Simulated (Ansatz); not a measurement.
**MgNaH (singlet): wave-function methods side by side at scale of all distances = 0.877, cc-pVTZ**

An exercise on one series of results from a longer session: the logs are not shown, and one member is left open.

Program: Ansatz 0.2.0, Gaussian basis. Level of theory: cc-pVTZ, core rule «outside noble gas», up to 10 orbitals frozen. These are calculated values, not measurements.

Plan: UHF; CCSD(T) on RHF; CCSD(T) on UHF; BCCD(T) on RHF; CCSDT(Q) on RHF; CCSDT(Q) on UHF; Full CI.

29 further runs of the same task are left out: 16 for a known fault of the program, 12 that didn't finish, 1 set aside as unsound or not needed.

**The geometry**

The geometry derives from a PBE0/def2-TZVP stationary point (not a proven minimum). All distances are scaled together.

3 atoms, charge 0, spin multiplicity 1.

Atoms are counted from 1 here; the program's logs count them from 0.

Bond lengths: Na1–Mg2 2.645 Å, Mg2–H3 1.532 Å. Angles: Na1–Mg2–H3 180.0°.

Geometry (Å):

```tsv
atom	x (Å)	y (Å)	z (Å)
Na1	0.00000	0.00000	2.27424
Mg2	0.00000	0.00000	-0.37088
H3	0.00000	0.00000	-1.90335
```

The first run:

Input file in.yaml:

```yaml
crystal:
  periodic: [false, false, false]
  atoms:
    - {symbol: Na, position_ang: [0.000000, 0.000000, 2.274236]}
    - {symbol: Mg, position_ang: [0.000000, 0.000000, -0.370883]}
    - {symbol: H, position_ang: [0.000000, 0.000000, -1.903353]}
basis:
  gaussian: {orbitals: cc-pVTZ}
magnetization: {spin_polarized: true, initial_magnetization: 0}
hamiltonian: {xc: hf}
output: {orbitals: {seedname: orbitals}}
```

Started as:

```sh
> ansatz run in.yaml --threads 1 --pin off --events-out ev --progress --plain --max-ram 2393MiB
```

Steps of the session up to this table: UHF; CCSD(T) on RHF; CCSD(T) on UHF; BCCD(T) on RHF; CCSDT(Q) on RHF; CCSDT(Q) on UHF; Full CI.

One table of the session follows, with a row left open; its other results are not shown here.

It belongs to the step «Misses and costs». 

| method | from FCI (meV) |
| --- | --- |
| RHF | +2001.9 |
| UHF | +2000.2 |
| RMP2 | +514.8 |
| RCCSD | +34.0 |
| RCCSD(T) | +8.3 |
| BCCD(T) | +8.2 |
| RCCSDT | ? |
| RCCSDT(Q) | +0.2 |
| FCI | 0 |

**Question.** Estimate the row for RCCSDT.

**Answer.** from FCI (meV): +1.2. In the column «from FCI (meV)» it lies between RCCSDT(Q) (+0.2) and BCCD(T) (+8.2).

Not comparable, so not listed: CCSD(T) on UHF; CCSDT(Q) on UHF (they don't share determinant, frozen orbitals or solution with the rows shown, or repeat one).
